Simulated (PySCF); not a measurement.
**[C3H4ClO]+: core ionisation energies**

C₃H₄ClO (charge +1).
Structure used (PBE0-D3(BJ)/def2-SVP), in Å, numbered top down from 1:
```
atom  x, y, z in Å
C1    -1.0028   -0.3421    0.0411
C2     0.2611    0.5049   -0.0719
Cl3    0.6625    1.4355    1.3924
C4     1.4539   -0.2988   -0.2645
O5     2.3751   -0.9186   -0.3853
H6    -1.8380    0.3594    0.1783
H7    -0.9529   -1.0160    0.9063
H8    -1.1722   -0.9143   -0.8832
H9     0.2239    1.1941   -0.9391
```

Method: PySCF, delta-SCF UKS SCAN, pcX-2 on the ionised atom, pcseg-1 elsewhere, spin-free X2C. Vertical ΔSCF values, vacuum level as zero.

Question: Give the core binding energies atom by atom.

Answer: 
```csv
atom(s),environment,level,binding energy (eV),2p1/2 (eV),above the level's lowest (eV),count
Cl3,alkyl chlorine,Cl 1s,2834.98,–,0.00,1
O5,oxygen bonded to C,O 1s,548.64,–,0.00,1
C2,sp3 C–Cl carbon,C 1s,300.52,–,+3.36,1
C1,methyl carbon,C 1s,297.16,–,0.00,1
Cl3,alkyl chlorine,Cl 2p3/2,212.37,214.03,0.00,1
```

Lowest listed C 1s: C1, bonded to C and 3 H. Highest, 3.36 eV above it: C2, bonded to Cl, 2 C and H.

Question: Give the binding energy of Cl 2p3/2 of Cl3 in hartree and in kJ/mol.

Answer: 212.37 eV = 7.8045 Eh = 20491 kJ/mol.

Question: Which photon wavelength matches the Cl 2p3/2 of Cl3 threshold?

Answer: λ = hc/E = 12398.42 eV Å / 212.37 eV = 58.381 Å.

The list is incomplete; no value stands for C 1s of C4 (hole states with ⟨S²⟩ of 1 or more are left out). Spin–orbit coupling isn't in the SCF: each 2p doublet comes from a relaxed spin-free hole plus a matrix of the shell (mean-field spin–orbit coupling and the ground-state 2p splitting), with 2p3/2 averaged over its two sublevels. 2p1/2 minus 2p3/2 (ligand field included): Cl 1.66 eV. The species carries charge +1, so core ionisation leaves charge +2. Isolated species at its PBE0-D3(BJ)/def2-SVP geometry, gas phase.

Hardware: an Arm Neoverse N1 with one thread (shared host). Cost: 50 s wall.
